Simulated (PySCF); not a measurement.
## Si₂, HF: how much the basis matters

PySCF, UHF reference; triplet, unpaired electrons π ↑↑; De to Si + Si without counterpoise correction.

| basis | relativity | functions | Re (Å) | ωe (cm⁻¹) | De (eV) |
| --- | --- | --- | --- | --- | --- |
| pcseg-1 | no relativity | 36 | 2.226 | 565 | 1.50 |
| def2-SVPD | no relativity | 48 | 2.227 | 576 | 1.79 |
| def2-TZVPP | no relativity | 84 | 2.218 | 575 | 1.81 |
| def2-TZVPPD | no relativity | 96 | 2.217 | 576 | 1.84 |

Q: How does each smaller set differ from the one with most functions, def2-TZVPPD?

A: pcseg-1: +0.9 pm, -1.9 % in ωe, -0.34 eV in De; def2-SVPD: +1.0 pm, +0.0 % in ωe, -0.05 eV in De; def2-TZVPP: +0.1 pm, -0.2 % in ωe, -0.03 eV in De. All at HF; the set with most functions is neither the basis-set limit nor always the best.

Hartree–Fock leaves out correlation, which carries a large part of most bond energies and some tenths to 1 eV of ionisation energies. The state was picked by a PBE0 search and need not be the measured ground state.
